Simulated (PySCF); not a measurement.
Compound: 3,3,3-trifluoropropene, C3H3F3.
Atom-mapped SMILES: `[CH2:1]=[CH:2][C:3]([F:4])([F:5])[F:6]` (hydrogens: H7, H8 on C1; H9 on C2)

Computed, not measured: PBE0-D3(BJ)/def2-SVP geometry optimisation, gas phase (PySCF 2.14.0).

(1) Give the optimised bond lengths and angles.

## Answers

(1) 
```tsv
bond	length (Å)
C1=C2	1.329
C2–C3	1.495
C3–F4, C3–F5, C3–F6	1.337
C1–H7	1.092
C1–H8	1.093
C2–H9	1.094
```

Bonds in one row agree within 0.01 Å and their mean is given. A selection of angles:
```tsv
angle	degrees
C2–C1–H7	121.0
C2–C1–H8	121.2
H7–C1–H8	117.8
C1–C2–C3	123.2
C1–C2–H9	122.5
C3–C2–H9	114.3
C2–C3–F4	112.6
C2–C3–F5	110.9
F4–C3–F5	107.6
```

Dihedral angles: C1–C2–C3–F4 1° (synperiplanar).

The 2 C–C bonds span 1.329 Å (C1=C2, drawn double) to 1.495 Å (C2–C3, drawn single), a spread of 0.166 Å. Of the pairs four or more bonds apart, F4···H8 is among the closest relative to their van der Waals radii: 2.42 Å, 91 % of the sum of Bondi's values.

Point group: Cs (every atom within 0.08 Å of its image). Whether it is a minimum is left open (no frequencies).
